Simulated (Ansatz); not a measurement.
The inner images of a band of CH5B + H2 (9 atoms, charge 0, multiplicity 1) are given out of order.

All numbers below come from RKS B3LYP-D4/def2-SVP (Ansatz).

Initial state:

```xyz
9
Properties=species:S:1:pos:R:3
B 0.022 0.163 0.401
C 0.046 0.360 1.948
H -0.899 0.132 2.464
H 0.891 -0.117 2.468
H 0.199 1.457 2.063
H 1.047 0.000 -0.219
H -1.005 0.282 -0.224
H -0.297 -2.375 -0.050
H -0.354 -2.474 0.703
```

Final state:

```xyz
9
Properties=species:S:1:pos:R:3
B -0.106 -0.562 -0.538
C 0.016 -0.055 2.355
H -0.973 0.046 2.825
H 0.775 -0.284 3.116
H 0.280 0.880 1.844
H 0.990 -0.085 -0.675
H -1.080 0.145 -0.552
H -0.235 -1.758 -0.464
H -0.017 -0.898 1.643
```

Q: Put them in order from the first end to the last, with their energies above the first end.
A.
```xyz
9
Properties=species:S:1:pos:R:3
B -0.059 -0.444 -0.070
C -0.016 -0.080 2.050
H -0.977 -0.130 2.573
H 0.819 -0.442 2.659
H 0.183 0.952 1.742
H 1.048 -0.034 -0.300
H -1.049 0.205 -0.281
H -0.197 -1.650 -0.119
H -0.103 -0.949 1.299
```
B.
```xyz
9
Properties=species:S:1:pos:R:3
B -0.073 -0.520 -0.329
C -0.009 -0.075 2.212
H -0.960 -0.046 2.759
H 0.823 -0.361 2.869
H 0.193 0.904 1.761
H 1.033 -0.062 -0.451
H -1.040 0.192 -0.419
H -0.219 -1.717 -0.306
H -0.098 -0.887 1.458
```
C.
```xyz
9
Properties=species:S:1:pos:R:3
B -0.043 -0.315 0.176
C -0.012 -0.011 1.928
H -0.969 -0.150 2.453
H 0.801 -0.463 2.517
H 0.190 1.066 1.862
H 1.052 -0.075 -0.262
H -1.063 0.157 -0.255
H -0.181 -1.592 0.050
H -0.125 -1.190 1.084
```
D.
```xyz
9
Properties=species:S:1:pos:R:3
B -0.003 0.012 0.382
C 0.028 0.262 1.930
H -0.919 0.062 2.456
H 0.861 -0.223 2.464
H 0.206 1.355 2.017
H 1.028 -0.112 -0.239
H -1.026 0.154 -0.246
H -0.249 -2.032 0.013
H -0.275 -2.052 0.776
```
E.
```xyz
9
Properties=species:S:1:pos:R:3
B -0.029 -0.189 0.354
C 0.011 0.151 1.923
H -0.938 -0.034 2.453
H 0.825 -0.339 2.482
H 0.203 1.236 1.970
H 1.018 -0.161 -0.256
H -1.040 0.083 -0.257
H -0.206 -1.703 0.046
H -0.195 -1.614 0.838
```

A: D (+0.02 eV), E (+0.11 eV), C (+0.63 eV), A (+0.07 eV), B (-0.16 eV).

Time of the run: 74 s on 1 thread of Arm Neoverse V1, with other jobs on the host, peak memory 0.11 GiB.
